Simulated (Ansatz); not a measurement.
Geometry optimisation, RKS PBE0/def2-SVP in Ansatz 0.2.0.

The input (input.yaml):

```yaml
crystal:
  periodic: [false, false, false]
  atoms:
    - { symbol: Si, position_ang: [-0.973707, 0.423483, -0.061405] }
    - { symbol: Si, position_ang: [1.560364, -0.123982, 2.169298] }
    - { symbol: H, position_ang: [0.46412, -0.866974, 2.850123] }
    - { symbol: H, position_ang: [2.888943, -0.64221, 2.602403] }
    - { symbol: H, position_ang: [1.46674, 1.333162, 2.460521] }
    - { symbol: H, position_ang: [1.45273, -0.332816, 0.711506] }
    - { symbol: F, position_ang: [-0.593636, 1.293243, -1.394883] }
    - { symbol: H, position_ang: [-0.804554, -0.977906, -0.686962] }
basis:
  gaussian: { orbitals: def2-SVP }
hamiltonian:
  xc: pbe0
relax:
  f_tol: 0.03
  max_steps: 50
```

Run as:

```bash
$ ansatz run input.yaml --threads 1 --pin off --max-ram 2048MiB --backend cpu --events-out ev --progress --plain --runs-dir out
```

Question: Where does it end, and by what steps?

Answer: The forces met the threshold. After 7 steps the energy has fallen by 0.094 eV; F7 moved furthest, 0.50 Å.

```csv
step,energy less start (eV),largest force component (eV/Å),accepted
0,0.0000,0.543,yes
1,-0.0363,0.361,yes
2,-0.0714,0.254,yes
3,-0.0816,0.297,yes
4,-0.0839,0.279,yes
5,-0.0916,0.135,yes
6,-0.0932,0.080,yes
7,-0.0937,0.020,yes
```

```xyz
8
Properties=species:S:1:pos:R:3
Si -0.766 0.319 0.136
Si 1.391 -0.053 2.065
H 0.396 -0.845 2.838
H 2.763 -0.625 2.226
H 1.382 1.390 2.419
H 1.091 -0.257 0.581
F -0.197 1.243 -1.098
H -0.599 -1.066 -0.516
```

Run time: 20 s on 1 thread of Arm Neoverse V2, on a shared host, peak memory 0.13 GiB.
